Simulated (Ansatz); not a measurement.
Predict the output of the script below (the Ansatz DFT code, driven from Python).

`opt_bs.py`:
```python
"""Geometry optimisation of BS."""

from dataclasses import dataclass

import ansatz as az
from ase import Atoms
import numpy as np


@dataclass(frozen=True)
class Settings:
    basis: str = "6-31G*"
    functional: str = "pbe0"


opts = Settings()

atoms = Atoms(["B", "S"], positions=[
    (0.0, 0.0, 0.0),
    (0.0, 0.0, 1.8),
])
bs = az.Crystal.molecule_from_ase(atoms)

setup = bs.calculation().basis(gaussian=opts.basis).functional(opts.functional).spin("collinear", total=1)
symbols = [site.symbol for site in bs.cartesian_sites]
start = np.array([site.position_ang for site in bs.cartesian_sites], dtype=float)
def progress(event):
    if event["event"] == "relax_step":
        row = event["data"]
        print(f"step {row['step']:3d}  E = {row['lagrangian_ev']:.6f} eV  max force {row['allowed_force_max_ev_ang']:.4f} eV/A")


r = setup.relax(force_tolerance=0.02).session().plan().execute(on_event=progress).report
end = np.array(r["positions_ang"])

for key in ("converged", "free_energy_ev", "reference_energy_ev", "n_frozen", "n_occupied", "n_virtual"):
    print(f"{key:22s} {r[key]}")

print("bond        before    after (A)")
for i, j in [(0, 1)]:
    d0, d1 = (np.linalg.norm(xyz[i] - xyz[j]) for xyz in (start, end))
    print(f"{symbols[i]}{i}-{symbols[j]}{j}".ljust(10), f"{d0:8.4f} {d1:8.4f}")
with open("bs_opt.xyz", "w") as handle:
    handle.write(f"{len(symbols)}\nrelaxed BS\n")
    handle.writelines(f"{s:2s} {x:11.6f} {y:11.6f} {z:11.6f}\n" for s, (x, y, z) in zip(symbols, end))
```

```console
$ python opt_bs.py
step   1  E = -11503.768146 eV  max force 5.0384 eV/A
step   2  E = -11504.221046 eV  max force 2.5044 eV/A
step   3  E = -11504.295857 eV  max force 1.2158 eV/A
step   4  E = -11504.311287 eV  max force 0.0227 eV/A
step   5  E = -11504.311291 eV  max force 0.0129 eV/A
converged              True
free_energy_ev         -11504.311310738754
reference_energy_ev    -11504.311310738754
n_frozen               0
n_occupied             [11, 10]
n_virtual              [23, 24]
bond        before    after (A)
B0-S1        1.8000   1.6169
```

`bs_opt.xyz`, as written:
```text
2
relaxed BS
B     0.000000   -0.000000    0.091559
S    -0.000000    0.000000    1.708441
```

Total energies depend on the basis set; only differences at equal settings carry meaning. The end point is the stationary point reached from this start; no frequency run checks that it is a minimum, and the basis set is modest. The species is open-shell (spin multiplicity 2). The spin state was assumed, and another may lie lower. Finished in 5.3 s on 1 thread of Arm Neoverse V1, on a shared host, peak memory 0.16 GiB.

(Lines on the test bed's own set-up are left out of the output.)
